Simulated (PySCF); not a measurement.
PySCF input (CCSD(T)/cc-pVDZ):

```python
from pyscf import gto, scf, mp, cc as ccmod

mol = gto.M(
    atom='''
    Si    0.00013137    0.09379286   -0.00506959
    H    -1.28673356   -0.65435788    0.04272540
    H     1.28489441   -0.65874222    0.02824883
    ''',
    basis='cc-pvdz',
    charge=1,
    spin=1,
    verbose=4,
)

mf = scf.UHF(mol)
mf.conv_tol = 1e-10
mf.max_cycle = 100
mf.kernel()
mo, _, stable, _ = mf.stability(return_status=True)
if not stable:
    mf.kernel(mf.make_rdm1(mo, mf.mo_occ))
mp2 = mp.MP2(mf, frozen=5).run()
cc = ccmod.CCSD(mf, frozen=5)
cc.max_cycle = 100
cc.kernel()
et = cc.ccsd_t()
print(f'E(CCSD(T)) = {cc.e_tot + et:.9f}')
```

Output:

```
PySCF version 2.14.0

[INPUT] verbose = 4
[INPUT] num. atoms = 3
[INPUT] num. electrons = 15
[INPUT] charge = 1
[INPUT] spin (= nelec alpha-beta = 2S) = 1
[INPUT] symmetry False subgroup None
[INPUT] Mole.unit = angstrom
[INPUT] Symbol           X                Y                Z      unit          X                Y                Z       unit  Magmom
[INPUT]  1 Si     0.000131370000   0.093792860000  -0.005069590000 AA    0.000248253321   0.177242817840  -0.009580136664 Bohr   0.0
[INPUT]  2 H     -1.286733560000  -0.654357880000   0.042725400000 AA   -2.431574023687  -1.236557180651   0.080739304562 Bohr   0.0
[INPUT]  3 H      1.284894410000  -0.658742220000   0.028248830000 AA    2.428098533885  -1.244842382488   0.053382552039 Bohr   0.0

nuclear repulsion = 10.1546688298867
number of shells = 11
number of NR pGTOs = 55
number of NR cGTOs = 28
basis = cc-pvdz
ecp = {}

******** <class 'pyscf.scf.uhf.UHF'> ********
method = UHF
initial guess = minao
damping factor = 0
level_shift factor = 0
DIIS = <class 'pyscf.scf.diis.CDIIS'>
diis_start_cycle = 1
diis_space = 8
diis_damp = 0
SCF conv_tol = 1e-10
SCF conv_tol_grad = None
SCF max_cycles = 100
direct_scf = True
direct_scf_tol = 1e-13
number electrons alpha = 8  beta = 7
Set gradient conv threshold to 1e-05
init E= -289.711626175246
  alpha nocc = 8  HOMO = -0.16355459263211  LUMO = -0.0714316415944771
  beta  nocc = 7  HOMO = -0.4086330286318  LUMO = -0.16355459263211

WARN: HOMO -0.16355459263211 >= LUMO -0.16355459263211

cycle= 1 E= -289.677906009259  delta_E= 0.0337  |g|=  0.2  |ddm|= 0.912
  alpha nocc = 8  HOMO = -0.676985049839167  LUMO = -0.283331641961889
  beta  nocc = 7  HOMO = -0.789679374904699  LUMO = -0.312634486535169
  HOMO = -0.676985049839  LUMO = -0.312634486535  gap/eV = 9.91448
cycle= 2 E= -289.724461430743  delta_E= -0.0466  |g|= 0.0469  |ddm|= 0.416
  alpha nocc = 8  HOMO = -0.654377748710522  LUMO = -0.23587566248975
  beta  nocc = 7  HOMO = -0.757531424250816  LUMO = -0.25386034121051
  HOMO = -0.654377748711  LUMO = -0.253860341211  gap/eV = 10.89863
cycle= 3 E= -289.727553617228  delta_E= -0.00309  |g|= 0.0154  |ddm|= 0.0878
  alpha nocc = 8  HOMO = -0.660345521232452  LUMO = -0.235663964481721
  beta  nocc = 7  HOMO = -0.757542047738065  LUMO = -0.248559239291297
  HOMO = -0.660345521232  LUMO = -0.248559239291  gap/eV = 11.20528
cycle= 4 E= -289.728023385744  delta_E= -0.00047  |g|= 0.00427  |ddm|= 0.0375
  alpha nocc = 8  HOMO = -0.662306575602364  LUMO = -0.236339615299249
  beta  nocc = 7  HOMO = -0.758718996781025  LUMO = -0.248137639287997
  HOMO = -0.662306575602  LUMO = -0.248137639288  gap/eV = 11.27011
cycle= 5 E= -289.728067461466  delta_E= -4.41e-05  |g|= 0.00145  |ddm|= 0.0105
  alpha nocc = 8  HOMO = -0.662412004287978  LUMO = -0.236153312263695
  beta  nocc = 7  HOMO = -0.75886271631903  LUMO = -0.247955921321785
  HOMO = -0.662412004288  LUMO = -0.247955921322  gap/eV = 11.27792
cycle= 6 E= -289.728073144311  delta_E= -5.68e-06  |g|= 0.000541  |ddm|= 0.00334
  alpha nocc = 8  HOMO = -0.662317358550188  LUMO = -0.236094444960024
  beta  nocc = 7  HOMO = -0.758981227149667  LUMO = -0.247959207365003
  HOMO = -0.66231735855  LUMO = -0.247959207365  gap/eV = 11.27526
cycle= 7 E= -289.728074020626  delta_E= -8.76e-07  |g|= 0.000152  |ddm|= 0.0017
  alpha nocc = 8  HOMO = -0.662321601308457  LUMO = -0.236081163248103
  beta  nocc = 7  HOMO = -0.759045780207313  LUMO = -0.247969434648687
  HOMO = -0.662321601308  LUMO = -0.247969434649  gap/eV = 11.27510
cycle= 8 E= -289.728074086074  delta_E= -6.54e-08  |g|= 5.04e-05  |ddm|= 0.000536
  alpha nocc = 8  HOMO = -0.662322326713989  LUMO = -0.236075716155082
  beta  nocc = 7  HOMO = -0.759061220121402  LUMO = -0.247969839378894
  HOMO = -0.662322326714  LUMO = -0.247969839379  gap/eV = 11.27511
cycle= 9 E= -289.728074092935  delta_E= -6.86e-09  |g|= 7.4e-06  |ddm|= 0.000194
  alpha nocc = 8  HOMO = -0.662322408628801  LUMO = -0.236074398003229
  beta  nocc = 7  HOMO = -0.759062551447711  LUMO = -0.247969036543668
  HOMO = -0.662322408629  LUMO = -0.247969036544  gap/eV = 11.27513
cycle= 10 E= -289.728074093053  delta_E= -1.18e-10  |g|= 8.74e-07  |ddm|= 2.17e-05
  alpha nocc = 8  HOMO = -0.662322268590065  LUMO = -0.236074300168944
  beta  nocc = 7  HOMO = -0.759062698816318  LUMO = -0.247968902122186
  HOMO = -0.66232226859  LUMO = -0.247968902122  gap/eV = 11.27513
cycle= 11 E= -289.728074093054  delta_E= -1.19e-12  |g|= 1.7e-07  |ddm|= 1.68e-06
  alpha nocc = 8  HOMO = -0.662322234267117  LUMO = -0.236074293058291
  beta  nocc = 7  HOMO = -0.759062741285209  LUMO = -0.247968896990622
  HOMO = -0.662322234267  LUMO = -0.247968896991  gap/eV = 11.27513
Extra cycle  E= -289.728074093054  delta_E= 3.41e-13  |g|= 7.25e-08  |ddm|= 2.58e-07
converged SCF energy = -289.728074093054  <S^2> = 0.75497365  2S+1 = 2.0049675
uhf_internal: lowest eigs of H = [0.15576217 0.3373833  0.34208392]
<class 'pyscf.scf.uhf.UHF'> wavefunction is stable in the internal stability analysis

******** <class 'pyscf.mp.ump2.UMP2'> ********
nocc = (np.int64(3), np.int64(2)), nmo = (23, 23)
frozen orbitals 5
E(UMP2) = -289.789538145136  E_corr = -0.0614640520817997
E(SCS-UMP2) = -289.79721672756  E_corr = -0.0691426345061513
E_corr(same-spin) = -0.00532410922154797
E_corr(oppo-spin) = -0.0561399428602517

******** <class 'pyscf.cc.uccsd.UCCSD'> ********
CC2 = 0
CCSD nocc = (np.int64(3), np.int64(2)), nmo = (23, 23)
frozen orbitals 5
max_cycle = 100
direct = 0
conv_tol = 1e-07
conv_tol_normt = 1e-06
diis_space = 6
diis_start_cycle = 0
diis_start_energy_diff = 1e+09
Init t2, MP2 energy = -0.061464051917009
Init E_corr(UCCSD) = -0.0614640519170145
cycle = 1  E_corr(UCCSD) = -0.0758189242266637  dE = -0.0143548723  norm(t1,t2) = 0.0492533
cycle = 2  E_corr(UCCSD) = -0.0799261601697445  dE = -0.00410723594  norm(t1,t2) = 0.0203425
cycle = 3  E_corr(UCCSD) = -0.0825097294219033  dE = -0.00258356925  norm(t1,t2) = 0.0103509
cycle = 4  E_corr(UCCSD) = -0.0824193286149241  dE = 9.0400807e-05  norm(t1,t2) = 0.00276141
cycle = 5  E_corr(UCCSD) = -0.0824463499582126  dE = -2.70213433e-05  norm(t1,t2) = 0.000774045
cycle = 6  E_corr(UCCSD) = -0.0824468955033609  dE = -5.45545148e-07  norm(t1,t2) = 0.00022449
cycle = 7  E_corr(UCCSD) = -0.0824468930656378  dE = 2.43772304e-09  norm(t1,t2) = 8.4322e-05
cycle = 8  E_corr(UCCSD) = -0.082447624276092  dE = -7.31210454e-07  norm(t1,t2) = 2.47926e-05
cycle = 9  E_corr(UCCSD) = -0.0824478298728218  dE = -2.0559673e-07  norm(t1,t2) = 1.0893e-05
cycle = 10  E_corr(UCCSD) = -0.0824476210749363  dE = 2.08797885e-07  norm(t1,t2) = 2.95872e-06
cycle = 11  E_corr(UCCSD) = -0.0824475938160491  dE = 2.72588872e-08  norm(t1,t2) = 8.47625e-07
UCCSD converged
E(UCCSD) = -289.81052168687  E_corr = -0.0824475938160491
UCCSD(T) correction = -0.00138769732597476
E(CCSD(T)) = -289.811909384
```
